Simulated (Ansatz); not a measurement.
Start from `NBO` and change one atom or group to get `NBN`.

Ansatz, PBE0-D4/def2-TZVP geometries, multiplicity 1. Each molecule was computed in one conformer, which needn't be the lowest.

| property | `NBO` |
| --- | --- |
| ideal-gas entropy at 298 K and 1 bar (rigid rotor, harmonic PBE0-D4/def2-TZVP) / J/(mol·K) | 261 |
| zero-point energy (PBE0-D4/def2-TZVP) / kJ/mol | 144.0 |
| LUMO energy (PBE/def2-TZVPP) / eV | 0.31 |
| HOMO–LUMO gap (PBE0/def2-TZVPP) / eV | 8.91 |
| size of the dipole moment (ωB97M-V/def2-TZVPP) / D | 0.61 |
| LUMO energy (B3LYP/def2-TZVPP) / eV | 0.76 |

(1) What does the change do to each property? (An estimate is asked.)

Results:

(1) Computed: 
```json
{"property": "ideal-gas entropy at 298 K and 1 bar (rigid rotor, harmonic PBE0-D4/def2-TZVP) / J/(mol·K)", "`NBN`": "262", "shift": "1"}
{"property": "zero-point energy (PBE0-D4/def2-TZVP) / kJ/mol", "`NBN`": "175.1", "shift": "31.1"}
{"property": "LUMO energy (PBE/def2-TZVPP) / eV", "`NBN`": "0.29", "shift": "-0.02"}
{"property": "HOMO–LUMO gap (PBE0/def2-TZVPP) / eV", "`NBN`": "7.97", "shift": "-0.94"}
{"property": "size of the dipole moment (ωB97M-V/def2-TZVPP) / D", "`NBN`": "1.38", "shift": "0.77"}
{"property": "LUMO energy (B3LYP/def2-TZVPP) / eV", "`NBN`": "0.73", "shift": "-0.03"}
```

The zero-point energy changes by 31.1 kJ/mol with +3 modes. Dipoles are sizes alone; their direction can turn.

B3LYP here is the variant with VWN-RPA as its local correlation; programs differ in this.
